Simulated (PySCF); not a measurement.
Molecule: `P[SiH2]P`, H$_{6}$P$_{2}$Si.

Bonds (- single, = double, # triple, : aromatic): P1-Si2, Si2-P3. P1 carries H4, H5; Si2 carries H6, H7; P3 carries H8, H9.

Frames of a GFN2-xTB Langevin trajectory at 200 K; GIAO PBE0/pcSseg-1 shieldings in PySCF 2.14, gas phase, non-relativistic; equivalent atoms averaged within each frame.

References, each an isolated molecule treated in the same way: H3PO4 for ³¹P (σref 318.38); TMS for ²⁹Si (σref 349.16) and ¹H (σref 31.72). The references are static minima.

Question: How do the shifts (ppm) fluctuate along the trajectory?

Answer: 
```
         time (fs)   P1/P3    Si2  H6/H7  H4/H5/H8/H9
optimised geometry  -300.6  -57.3   4.70         1.17
               250  -281.1  -63.1   4.48         1.47
               425  -287.5  -60.4   4.83         1.09
               625  -301.9  -50.4   4.75         0.96
               800  -291.6  -64.1   4.30         1.46
              1000  -298.0  -63.8   4.15         1.43
    mean of frames  -292.0  -60.4   4.50         1.28
standard deviation     8.3    5.8   0.29         0.24
```

5 frames give an uncertainty of the mean of about the standard deviation over 2.2 at best, since frames this close in time may not be independent; classical motion lacks zero-point vibration, and the reference would need the same averaging.
